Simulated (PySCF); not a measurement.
All numbers come from PBE0 in PySCF with B def2-TZVP, H def2-TZVP; no relativity; density-fitted integrals.

Each entry is the lowest minimum that a search over a few typed start shapes (and spin states, where more than one is plausible) found, or that minimum re-optimised at the stated level; isomers with ligand–ligand bonds, or fragments after loss of a ligand pair, can lie lower. Open shells are unrestricted.

BH₂ is a doublet of C2v symmetry with B–H 1.191 Å (×2); H–B–H 129.4°. Its wavenumbers are 979, 2586, 2754 cm⁻¹.

**Question.** What changes when one electron is removed, giving BH₂⁺?

**Answer.** It costs 8.35 eV between the minima (8.43 eV with zero-point energy). BH₂⁺ is a singlet of D∞h symmetry with B–H 1.179 Å (×2); H–B–H 180.0°; wavenumbers 991 (×2), 2658, 2945 cm⁻¹.
